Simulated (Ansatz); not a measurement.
in.yaml

```yaml
crystal:
  periodic: [false, false, false]
  atoms:
    - {symbol: Si, position_ang: [-1.168431, 0.002076, 0.008717]}
    - {symbol: Si, position_ang: [1.170936, -0.004592, -0.002227]}
    - {symbol: H, position_ang: [-1.643183, 1.438298, -0.036374]}
    - {symbol: H, position_ang: [-1.737564, -0.724787, 1.188586]}
    - {symbol: H, position_ang: [-1.779793, -0.693499, -1.279384]}
    - {symbol: H, position_ang: [1.659332, -1.397990, -0.038018]}
    - {symbol: H, position_ang: [1.696536, 0.750643, 1.190815]}
    - {symbol: H, position_ang: [1.734885, 0.697443, -1.206463]}
basis:
  gaussian: {orbitals: 6-31G}
hamiltonian: {xc: pbe0}
correlation: {method: sc_nevpt2, electrons: outside_noble_gas, active_space: {window: {electrons: 2, orbitals: 2}}}
scf: {lower_state_search: light}
```

```sh
$ ansatz run in.yaml --threads 1 --pin off --events-out ev --progress --plain --max-ram 2393MiB
```

(1) One thing in this input was set wrong on purpose, beside settings that are merely unusual. What is the gravest fault, and what does the program do?

Answers

(1) Active space on a functional. How the run ends: refused.
```
Error: invalid value for `correlation.active_space`: it starts from restricted Hartree–Fock orbitals; set hamiltonian.xc: hf without magnetization.spin_polarized
```
